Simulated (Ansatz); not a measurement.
Process, species as SMILES: [O]O (O-OH) → O[O-] (an electron is taken up)
B3LYP-D3(BJ)/def2-TZVP geometries, fixed; electronic energies without zero-point terms; positive where energy is released.
Largest species:
```
O
H 1 0.9780
O 1 1.3260 2 105.56
```
Charge 0, spin multiplicity 2.

Basis-set convergence of the adiabatic electron affinity at PBE with Ansatz (a first-principles code). All functions are spherical. Open shells are unrestricted. No added dispersion term, no relativity. Functions are those of the species that has most. Reference: the value in aug-pcseg-3, 0.904 eV, itself unsure by roughly 0.014 eV (its mean distance from aug-cc-pVQZ, def2-QZVPPD). Deviations are taken from unrounded values.

| basis | functions | adiabatic electron affinity (eV) | minus reference (eV) |
|---|---|---|---|
| def2-SV(P) | 30 | -0.646 | -1.550 |
| def2-SVP | 33 | -0.633 | -1.537 |
| def2-SVPD | 54 | 0.937 | 0.034 |
| aug-pcseg-1 | 55 | 0.978 | 0.074 |
| def2-TZVP | 68 | 0.390 | -0.514 |
| def2-TZVPP | 76 | 0.399 | -0.504 |
| def2-TZVPD | 89 | 0.886 | -0.017 |
| def2-TZVPPD | 97 | 0.890 | -0.014 |
| aug-pcseg-2 | 115 | 0.913 | 0.009 |
| def2-QZVPP | 144 | 0.654 | -0.249 |
| def2-QZVPPD | 165 | 0.893 | -0.010 |
| aug-pcseg-3 | 219 | 0.904 | 0.000 |

The smallest set listed that lies within 0.1 eV of the reference with all its larger relatives (same family, alike in diffuse functions; a set with none counts only in the reference's own line) is def2-SVPD (54 functions, 0.034 eV off).
